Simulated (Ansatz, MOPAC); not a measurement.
3C-SiC, band gap

Reference value: 2.53 eV (measured, zero-point renormalisation of 0.11 eV added back here (the table's ZPR column); inputs from Chen et al. (2018), doi:10.1103/physrevmaterials.2.073803).

| level (code) | value (eV) | cell (Å³/atom) |
|---|---|---|
| PM3 semi-empirical Hartree-Fock (MOPAC) | 6.34 | 10.35 |
| LDA (Ansatz) | ? | 10.35 |
| PBE (Ansatz) | 1.36 (indirect) | 10.35 |
| PBE-D3(BJ) (Ansatz) | 1.35 (indirect) | 10.28 |
| PBE-D4 (Ansatz) | 1.36 (indirect) | 10.30 |
| r²SCAN (Ansatz) | 1.71 (indirect) | 10.35 |
| r²SCAN0 (Ansatz) | 3.17 (indirect) | 10.35 |
| Hartree–Fock (Ansatz) | ? | 10.35 |
| G0W0@PBE+SOC (Ansatz) | ? | 10.35 |

Complete the blanks.


- LDA (Ansatz, a program for electronic structure), value (eV): 1.32 (indirect)
- Hartree–Fock (Ansatz), value (eV): 8.66 (indirect)
- G0W0@PBE+SOC (Ansatz), value (eV): 2.41

Errors against the reference: PM3 semi-empirical Hartree-Fock (MOPAC) +3.81 eV, LDA -1.21 eV, PBE -1.17 eV, PBE-D3(BJ) -1.18 eV, PBE-D4 -1.17 eV, r²SCAN -0.82 eV, r²SCAN0 +0.64 eV, Hartree–Fock +6.13 eV, G0W0@PBE+SOC -0.12 eV.

Leaving aside PM3 semi-empirical Hartree-Fock (MOPAC) (doubt noted below): Of the ranked levels G0W0@PBE+SOC (-0.12 eV) comes nearest. Among them Hartree–Fock (+6.13 eV) misses by most. Within 1 eV: r²SCAN, r²SCAN0, G0W0@PBE+SOC.

Semilocal Kohn–Sham gaps run low as a rule, and all computed gaps are for a static lattice, while measured ones hold electron–phonon shifts unless said otherwise.  PM3 semi-empirical Hartree-Fock (MOPAC): the gap is read on the k mesh or supercell of the run alone and can be too large. PM3 semi-empirical Hartree-Fock (MOPAC): the method was fitted mainly to molecules. PM3 semi-empirical Hartree-Fock (MOPAC): gaps of these semi-empirical methods are Hartree–Fock-like level differences, and their formation enthalpies are fitted 298 K values. G0W0@PBE+SOC: spin–orbit coupling enters as the shift of the gap found with a semilocal functional. Values are at the measured cell; PBE-D3(BJ) at the level's own relaxed cell; PBE-D4 at the level's own relaxed cell. Cutoffs and k meshes differ between the levels. Ansatz's density-functional and Hartree–Fock values are scalar-relativistic unless marked +SOC, with PAW data made under PBE.

Differences are worked out from the printed values.
